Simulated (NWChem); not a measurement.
NWChem timings: triplet SiCl2

SiCl2: 3 atoms, total charge 0, spin state triplet. As SMILES of the parent species, `Cl[Si]Cl`. Geometry: relaxed at PBE0-D4/def2-TZVP. That shape belongs to the parent species and isn't relaxed for this state.

```xyz
3

Cl    0.2938    1.6038    0.3380
Si   -0.7701   -0.0104   -0.4220
Cl    0.4763   -1.5934    0.0840
```

Program: NWChem 7.3.0. Hardware: 1 thread of Intel Xeon Platinum 8488C (Sapphire Rapids), shared host, so times are rough. Two-electron integrals are exact unless an approximation is named.

Question: Estimate their order by wall time, quickest first.
A. energy at UB3LYP/6-31G* (Cartesian functions), grid xfine
B. energy at UM06-2X/cc-pVTZ, grid fine
C. energy at UHF/STO-3G

Answer: C (2.1 s), A (22 s), B (2.2 min).
